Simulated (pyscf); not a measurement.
Thermochemistry of product channels of `[N][F]` [triplet] + `[OH][Si]([OH])([OH])[OH]` on the triplet surface, in eV, from ωB97M-D3(BJ)/def2-TZVP energies (ideal gas, 1 atm, RRHO with modes under 100 cm⁻¹ raised to 100, one conformer, R ln 2 for chiral ones without a mode under 150 cm⁻¹). PySCF, gas phase, ωB97X-D3(BJ)/def2-SVP geometries.

| products | ΔE | ΔH(298 K) | ΔG(298 K) | ΔG(600 K) |
|---|---|---|---|---|
| `[NH][F]` [doublet] + `[O][Si]([OH])([OH])[OH]` [doublet] | +2.01 | +1.98 | +1.89 | +1.81 |
| `[OH][Si]([OH])([OH])[N][F]` [doublet] + `[OH]` [doublet] | +2.89 | +2.82 | +2.78 | +2.74 |

These are energies of the channels, which say nothing of barriers. Left out: orbital degeneracy and the spin-orbit lowering of OH.
